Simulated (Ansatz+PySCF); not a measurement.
Values are calculated unless marked as measured or tabulated.
Input for PySCF 2.14.0:

```python
from pyscf import gto, scf, mp

mol = gto.M(atom="""
C 0.000000 0.023910 -1.178690
O 0.000000 0.735380 -0.012960
C 0.000000 0.050990 1.166820
H 0.000000 0.747510 1.947150
H 0.000000 -1.052630 -1.133680
H 0.000000 0.634620 -2.064540
O 0.000000 -1.139770 1.275890
""", basis='cc-pvtz', charge=0, spin=1)
mf = scf.UHF(mol)
mf.kernel()
pt = mp.MP2(mf, frozen=4).run()
print(mf.e_tot, pt.e_corr, pt.e_tot)
```

The script is written out from the run's settings.

Output:

* Converged: yes
* Reference energy: -227.24198 hartree
* Correlation energy: -0.76327 hartree
* Total energy: -228.00525 hartree
* Spin squared of the determinant: 0.764
